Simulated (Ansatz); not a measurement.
Consider the atomization: `N=C=CF` → 2 C• + F• + 2 H• + N•.

Program: Ansatz. Geometries: PBE0-D4/def2-TZVP. ΔE: electronic, gas phase. CCSD(T)/CBS adds triple-zeta CCSD(T) − MP2 to the extrapolated MP2 energy (def2 sets, frozen cores). This one scheme is used for every species, atoms too. Functionals use def2-TZVPP. Open shells (•) are unrestricted, without spin–orbit coupling. Spin–orbit coupling would lower the free atoms: a little for C, F. Each species was taken in one conformer, which may not be the lowest.

```tsv
level	ΔE (kJ/mol)
PBE	2589.2
HF/def2-QZVPP	1590.0
```

(1) What does CCSD(T)/CBS give? (Best estimate.)

Largest T1 diagnostic among the species: 0.014.

## Answers

(1) Ansatz gave: +2435.8 kJ/mol. The listed levels differ from it by 153.4, -845.8 kJ/mol.

At CCSD(T), def2-SVP lies −138.8 kJ/mol from the extrapolated value and def2-TZVPP −78.2 kJ/mol: correlation converges slowly with the basis, and small sets miss more of it in the bonded molecule than in its fragments. From r2SCAN to r2SCAN0 (25 % exact exchange), in def2-TZVPP and without D4, ΔE moves by −85.2 kJ/mol: exact exchange takes away binding that semilocal exchange gives to molecules.

For atomizations the MP2-based limit and the directly extrapolated one differ by several kJ/mol either way, and by 10 to 25 for some Ge, Se and Sn compounds, so smaller differences from it don't rank the levels.
